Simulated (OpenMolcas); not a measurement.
**PN (SMILES N#P) at 6 levels**

We compute a comparison of 6 runs (HF/3-21G, BLYP/aug-cc-pVTZ, M06-L/aug-cc-pVTZ, PBE/aug-cc-pVTZ, SVWN5/aug-cc-pVTZ, CCSD(T)/aug-cc-pVTZ) of PN. 

The calculation is run with OpenMolcas 26.06.

## (1) The molecule

PN has 2 atoms, charge 0, and is taken as a singlet. As SMILES, `N#P`. Geometry: the measured bond length.

Bond lengths: N1–P2 1.491 Å.

## (2) Energy and forces at HF/3-21G (run 1)

Contents of run.inp:

```
&GATEWAY
  BASLIB
  $CurrDir
  COORD
  2
  angstrom
  N        0.000000       0.000000       0.000000
  P        0.000000       0.000000       1.490866
  BASIS
  3-21G
  GROUP
  NoSym

&SEWARD

&SCF
  THRESHOLDS
  1e-10 1e-07 1e-07 1e-05
  PRORBITALS
  0

&ALASKA
```

The basis set 3-21G is read from a file made from the Basis Set Exchange's data (not shown).

Started as:

```console
$ export MOLCAS_MEM=1860
$ pymolcas run.inp > run.log
```

Output:

```text
--- Start Module: gateway ---
[...]
--- Stop Module: gateway /rc=_RC_ALL_IS_WELL_ ---
[...]
      Basis functions           22
[...]
--- Start Module: scf ---
[...]
       Convergence after  12 Iterations
[...]
::    Total SCF energy                               -393.0824596484
[...]
      Total spin, S                                     0.0000000000
[...]
      Total electronic charge=   22.000000
      Total            charge=   -0.000000
[...]
      Dipole Moment (debye):
      Origin of the operator (angstrom)=    0.0000    0.0000    1.0267
                   X= -1.8038E-15               Y=  6.4427E-16               Z=  2.3766E+00           Total=  2.3766E+00
      Quadrupole Moment (debye*angstrom):
[...]
--- Stop Module: scf /rc=_RC_ALL_IS_WELL_ ---
--- Start Module: alaska ---
[...]
 *              Molecular gradients               *
 **************************************************
  Irreducible representation: a
 ------------------------------------------------------------------------------------------
                              X                       Y                       Z
 ------------------------------------------------------------------------------------------
  N1               -5.65336320023770E-17    1.60077236133743E-16    3.02739454028078E-02
  P2                5.65336320023772E-17   -1.60077236133744E-16   -3.02739454028149E-02
 ------------------------------------------------------------------------------------------
--- Stop Module: alaska /rc=_RC_ALL_IS_WELL_ ---
[...]
```

It took 1.8 s on 1 thread of Arm Neoverse V1, shared host; peak memory 0.37 GiB.

## (3) Energy and forces at BLYP/aug-cc-pVTZ (run 2)

Contents of test.inp:

```
* NP Kohn-Sham DFT
>>> EXPORT MOLCAS_PRINT=2
&GATEWAY
BasLib=$CurrDir
Coord
2
angstrom
N        0.000000       0.000000       0.000000
P        0.000000       0.000000       1.490866
Basis=aug-cc-pVTZ
Group=NoSym
&SEWARD
GridInput
Grid=UltraFine
End of Grid
&SCF
KSDFT=BLYP
Thresholds=1e-10 1e-07 1e-07 1e-05
PrOrbitals=1 1
&ALASKA
```

The basis set aug-cc-pVTZ is read from a file made from the Basis Set Exchange's data (not shown).

Started as:

```console
$ export MOLCAS_MEM=1860
$ pymolcas test.inp > test.log
```

Output:

```text
--- Start Module: gateway ---
[...]
--- Stop Module: gateway /rc=_RC_ALL_IS_WELL_ ---
[...]
      Basis functions           96
[...]
--- Start Module: scf ---
[...]
       Convergence after  15 Iterations
[...]
::    Total KS-DFT energy                            -396.1041029611
[...]
      Total spin, S                                     0.0000000000
[...]
      Total electronic charge=   22.000000
      Total            charge=   -0.000000
[...]
      Dipole Moment (debye):
      Origin of the operator (angstrom)=    0.0000    0.0000    1.0267
                   X=  6.5407E-16               Y= -1.2276E-15               Z=  2.7351E+00           Total=  2.7351E+00
      Quadrupole Moment (debye*angstrom):
[...]
--- Stop Module: scf /rc=_RC_ALL_IS_WELL_ ---
[...]
--- Start Module: alaska ---
[...]
 *              Molecular gradients               *
 **************************************************
  Irreducible representation: a
 ------------------------------------------------------------------------------------------
                              X                       Y                       Z
 ------------------------------------------------------------------------------------------
  N1                2.37721331148705E-14   -1.98840800728602E-13    1.94241660742200E-02
  P2               -2.37749587638430E-14    1.98849903791686E-13   -1.94241660742414E-02
 ------------------------------------------------------------------------------------------
--- Stop Module: alaska /rc=_RC_ALL_IS_WELL_ ---
[...]
```

Wall time 18 s (1 thread of Arm Neoverse V1, shared host); peak memory 0.53 GiB.

Run 3 isn't shown in full; the table further down has it.

## (4) Energy and forces at PBE/aug-cc-pVTZ (run 4)

Contents of job.input:

```
&gateway
baslib=$CurrDir
coord
2
angstrom
N        0.000000       0.000000       0.000000
P        0.000000       0.000000       1.490866
basis=aug-cc-pVTZ
group=NoSym
&seward
gridinput
Grid=UltraFine
End of Grid
&scf
ksdft=PBE
thresholds=1e-10 1e-07 1e-07 1e-05
prorbitals=1
&alaska
```

The basis set aug-cc-pVTZ is read from a file made from the Basis Set Exchange's data (not shown).

Started as:

```console
$ export MOLCAS_MEM=1860
$ pymolcas job.input > job.log
```

Output:

```text
--- Start Module: gateway ---
[...]
--- Stop Module: gateway /rc=_RC_ALL_IS_WELL_ ---
[...]
      Basis functions           96
[...]
--- Start Module: scf ---
[...]
       Convergence after  15 Iterations
[...]
::    Total KS-DFT energy                            -395.8842976310
[...]
      Total spin, S                                     0.0000000000
[...]
      Total electronic charge=   22.000000
      Total            charge=   -0.000000
[...]
      Dipole Moment (debye):
      Origin of the operator (angstrom)=    0.0000    0.0000    1.0267
                   X=  5.9909E-16               Y= -1.9924E-15               Z=  2.6665E+00           Total=  2.6665E+00
      Quadrupole Moment (debye*angstrom):
[...]
--- Stop Module: scf /rc=_RC_ALL_IS_WELL_ ---
[...]
--- Start Module: alaska ---
[...]
 *              Molecular gradients               *
 **************************************************
  Irreducible representation: a
 ------------------------------------------------------------------------------------------
                              X                       Y                       Z
 ------------------------------------------------------------------------------------------
  N1                5.96348539458281E-14   -3.50130625760115E-14    1.77620673975696E-02
  P2               -5.96370375967660E-14    3.50245466487103E-14   -1.77620673975625E-02
 ------------------------------------------------------------------------------------------
--- Stop Module: alaska /rc=_RC_ALL_IS_WELL_ ---
[...]
```

It took 18 s on 1 thread of Arm Neoverse V1, shared host; peak memory 0.53 GiB.

Run 5 isn't shown in full; the table further down has it.

## (5) The energy at CCSD(T)/aug-cc-pVTZ (Cholesky decomposition) (run 6)

Contents of test.input:

```
* NP CCSD(T)
>>> EXPORT MOLCAS_PRINT=2

&GATEWAY
  BasLib=$CurrDir
  Coord
  2
  angstrom
  N        0.000000       0.000000       0.000000
  P        0.000000       0.000000       1.490866
  Basis=aug-cc-pVTZ
  Group=NoSym

&SEWARD
  High

&SCF
  Thresholds=1e-10 1e-07 1e-07 1e-05
  PrOrbitals=1 2

&CHCC
  Frozen=6
  Threshold=1e-08
  MaxIterations=80

&CHT3
  Frozen=6
```

The basis set aug-cc-pVTZ is read from a file made from the Basis Set Exchange's data (not shown).

Started as:

```console
$ export MOLCAS_MEM=1860
$ pymolcas test.input > test.log
```

Output:

```text
--- Start Module: gateway ---
[...]
--- Stop Module: gateway /rc=_RC_ALL_IS_WELL_ ---
[...]
      Basis functions           96
[...]
       Convergence after  14 Iterations
[...]
::    Total SCF energy                               -395.1768871570
[...]
      Total spin, S                                     0.0000000000
[...]
      Total electronic charge=   22.000000
      Total            charge=   -0.000000
[...]
      Dipole Moment (debye):
      Origin of the operator (angstrom)=    0.0000    0.0000    1.0267
                   X= -4.0511E-15               Y=  6.5712E-13               Z=  3.2399E+00           Total=  3.2399E+00
      Quadrupole Moment (debye*angstrom):
[...]
--- Start Module: chcc ---
[...]
--- Stop Module: chcc /rc=_RC_ALL_IS_WELL_ ---
[...]
--- Start Module: cht3 ---
[...]
--- Stop Module: cht3 /rc=_RC_ALL_IS_WELL_ ---
[...]
```

Wall time 73 s (1 thread of Arm Neoverse V1, shared host); peak memory 0.14 GiB.

## (6) All runs side by side

```csv
run,level,integration grid,integral approximation,energy (Eh),dipole moment (D) of the reference,HOMO energy (eV),LUMO energy (eV),wall time
1,HF/3-21G,–,none,-393.082460,2.38,-12.18,1.86,1.8 s
2,BLYP/aug-cc-pVTZ,UltraFine,none,-396.104103,2.74,-7.67,-3.25,18 s
3,M06-L/aug-cc-pVTZ,UltraFine,none,-396.083293,2.76,-7.84,-3.07,26 s
4,PBE/aug-cc-pVTZ,UltraFine,none,-395.884298,2.67,-7.77,-3.38,18 s
5,SVWN5/aug-cc-pVTZ,UltraFine,none,-394.408730,2.76,-7.87,-3.53,13 s
6,CCSD(T)/aug-cc-pVTZ (Cholesky decomposition),–,CD high,-395.553395,3.24,-12.08,0.76,73 s
```

## (7) What came out

| quantity | value |
| --- | --- |
| run 6: total energy | -395.55339 Eh |
| run 6: dipole moment (mean-field density) | 3.24 D |
| run 6: HOMO energy (Hartree–Fock orbitals) | -12.08 eV |
| run 6: LUMO energy (Hartree–Fock orbitals) | 0.76 eV |
| run 6: HOMO–LUMO gap (Hartree–Fock orbitals) | 12.84 eV |
| run 6: correlation energy (6 core orbitals frozen) | -376.5 mEh |
| run 6: (T) correction | -24.02 mEh |

What this shows: Over runs 1, 2, 3, 4, 5 the dipole moment (its size) runs from 2.38 D (HF/3-21G) to 2.76 D (SVWN5/aug-cc-pVTZ). The two ends differ in method and basis. Over runs 1, 2, 3, 4, 5 the HOMO–LUMO gap runs from 4.34 eV (SVWN5/aug-cc-pVTZ) to 14.03 eV (HF/3-21G). Totals of different functionals can't be ranked against each other. All runs together took 2.5 min, the longest 73 s.
